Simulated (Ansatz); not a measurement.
Geometry optimisation, RKS PBE-D4/STO-3G in Ansatz 0.2.0.

Input file:

```yaml
crystal:
  periodic: [false, false, false]
  atoms:
    - { symbol: "N", position_ang: [-0.33957, 1.2388, -0.4698] }
    - { symbol: C, position_ang: [0.48618, 0.46446, 0.48758] }
    - { symbol: C, position_ang: [0.69384, -0.84863, 0.59433] }
    - { symbol: O, position_ang: [1.68328, -1.15672, 1.70458] }
    - { symbol: H, position_ang: [-0.70363, 0.53582, -1.1117] }
    - { symbol: H, position_ang: [-1.15484, 1.6227, 0.02113] }
    - { symbol: H, position_ang: [1.00351, 1.13082, 1.18817] }
    - { symbol: H, position_ang: [1.71384, -2.11705, 1.70953] }
total_charge: -1
basis:
  gaussian: { orbitals: STO-3G }
hamiltonian:
  xc: pbe
  dispersion: d4
relax:
  f_tol: 0.015
  max_steps: 40
```

Command:

```bash
$ ansatz run input.yaml --threads 1 --pin off --max-ram 2048MiB --backend cpu --events-out ev --progress --plain --runs-dir out
```

Task: Where does it end, and by what steps?

Result: The forces met the threshold. Limits of this set-up: minimal basis, an anion without diffuse functions, the dipole of an ion depends on the origin. After 8 steps the energy has fallen by 0.761 eV; H7 moved furthest, 0.26 Å.

```tsv
step	energy less start (eV)	largest force component (eV/Å)	accepted
0	0.0000	5.743	yes
1	-0.6358	0.801	yes
2	-0.7258	0.489	yes
3	-0.7085	0.667	no
4	-0.7483	0.362	yes
5	-0.7470	0.337	no
6	-0.7611	0.079	yes
7	-0.7614	0.042	yes
8	-0.7615	0.006	yes
```

```xyz
8
Properties=species:S:1:pos:R:3
N -0.287 1.242 -0.500
C 0.570 0.592 0.597
C 0.650 -0.784 0.585
O 1.625 -1.178 1.660
H -0.619 0.331 -0.984
H -1.223 1.501 -0.001
H 1.066 1.386 1.201
H 1.602 -2.219 1.564
```

The run took 12 s on 1 thread of Arm Neoverse V1 (shared host), peak memory 0.11 GiB.
